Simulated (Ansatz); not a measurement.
Input for Ansatz (development build ahead of 0.2.0):

```yaml
crystal:
  periodic: [false, false, false]
  atoms:
    - { symbol: C, position_ang: [0.01507, -0.03592, -0.61327] }
    - { symbol: O, position_ang: [0.01837, -0.02625, 0.44508] }
basis:
  gaussian: { orbitals: def2-TZVP }
hamiltonian:
  xc: hf
correlation:
  method: mp2
  frozen_orbitals: { C: 1, O: 1 }
```

The input is written out in the form of the current development build from the run's settings.

The run gave:

```json
{
  "Converged": "yes",
  "Reference energy": "-112.78114 hartree",
  "Correlation energy": "-0.34201 hartree",
  "Total energy": "-113.12315 hartree",
  "Spin squared of the determinant": "0.000"
}
```
